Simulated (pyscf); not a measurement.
Elementary routes open to HS–GeH₃ + hydrogen fluoride (HF) in the gas phase (singlet surface):
A. H₂S + F–GeH₃ (Ge–S, F–H broken; H–S, F–Ge formed)
B. F–GeH₂–SH + hydrogen (H₂) (Ge–H, F–H broken; F–Ge, H–H formed)

Single points on ωB97X-D3(BJ)/def2-SVP structures (PySCF, gas phase).

Q: Rank the routes by free-energy barrier at 1200 K, lowest first, for ωB97M-D3(BJ)/def2-TZVP energies (ideal gas, 1 atm, RRHO with modes under 100 cm⁻¹ raised to 100, one conformer, R ln 2 for chiral ones without a mode under 150 cm⁻¹).

A: A (66.3 kcal/mol), B (74.6 kcal/mol)

Route A is the fastest of these, ahead of the next by 8.3 kcal/mol. The most stable products are those of B (ΔG = -10.3 kcal/mol), whose barrier is 8.3 kcal/mol higher: the kinetic and the thermodynamic product differ. At 298 K A is still the fastest. A: On the reactant side the descent ends in a complex, 6.6 kcal/mol under the separated species and 33.5 kcal/mol under the saddle at ωB97X-D3(BJ)/def2-TZVP. B: On the reactant side the descent ends in a complex (not fully relaxed), 6.4 kcal/mol under the separated species and 41.1 kcal/mol under the saddle at ωB97X-D3(BJ)/def2-TZVP. Only these routes are compared; each barrier is that of the saddle found, and lower ones may exist. Elements up to Kr have no core potential and no relativistic terms here.
